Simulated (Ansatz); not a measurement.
This script drives the Ansatz DFT code, driven from Python.

The script, `bend.py`:
```python
"""Energy of CH3OS against one bond angle."""

import ansatz as az
from ase import Atoms

BASIS = "6-31G*"
XC = "b3lyp"
FMAX = 0.02

atoms = Atoms(["C", "S", "O", "H", "H", "H"], positions=[
    (-0.2214, 0.4048, -0.1982),
    (-0.1361, -1.106, 0.6729),
    (1.2174, -1.6574, 0.6581),
    (-1.2314, 0.8033, -0.1689),
    (0.3878, 1.1794, 0.2411),
    (0.0257, 0.3119, -1.2512),
])

# relax first, so that the scan starts from a minimum
first = (
    az.Crystal.molecule_from_ase(atoms).calculation()
    .basis(gaussian=BASIS)
    .functional(XC)
    .spin("collinear", total=1)
    .relax(force_tolerance=FMAX, max_steps=80)
)
atoms.positions = first.run(threads=1, pin="off").report["positions_ang"]

rows = []
for angle in [90, 100, 110, 120, 135, 150, 165, 179]:
    bent = atoms.copy()
    bent.set_angle(0, 1, 2, angle, indices=[2])
    calc = (
        az.Crystal.molecule_from_ase(bent).calculation()
        .basis(gaussian=BASIS)
        .functional(XC)
        .spin("collinear", total=1)
    )
    rows.append((angle, calc.run(threads=1, pin="off").report["free_energy_ev"]))
floor = min(e for _, e in rows)
for angle, e in rows:
    print(f"angle C0-S1-O2 = {angle:3d} deg   {1000 * (e - floor):9.1f} meV")
```

It is started by `python bend.py`. Estimate its wall time and peak memory on 1 thread of Arm Neoverse V2 (shared host).

It took about 65 s, with a peak of 0.21 GiB, for 9 runs of the engine.

```console
$ python bend.py
angle C0-S1-O2 =  90 deg       344.2 meV
angle C0-S1-O2 = 100 deg        33.2 meV
angle C0-S1-O2 = 110 deg         0.0 meV
angle C0-S1-O2 = 120 deg       185.2 meV
angle C0-S1-O2 = 135 deg       815.9 meV
angle C0-S1-O2 = 150 deg      1832.1 meV
angle C0-S1-O2 = 165 deg      3172.2 meV
angle C0-S1-O2 = 179 deg      3810.4 meV
```

Caveats:
- The scan is rigid, and the energies are electronic, in a modest basis. The zero is the lowest point of the grid, which needn't be the minimum.
- The species is open-shell (spin multiplicity 2).
- The expectation value of S² is noticeably off S(S+1) in at least one run, so that state is spin-contaminated.
- b3lyp holds the VWN-RPA fit, as in Gaussian; the form of ORCA and Turbomole is b3lyp5.

(Lines on the test bed's own set-up are left out of the output.)
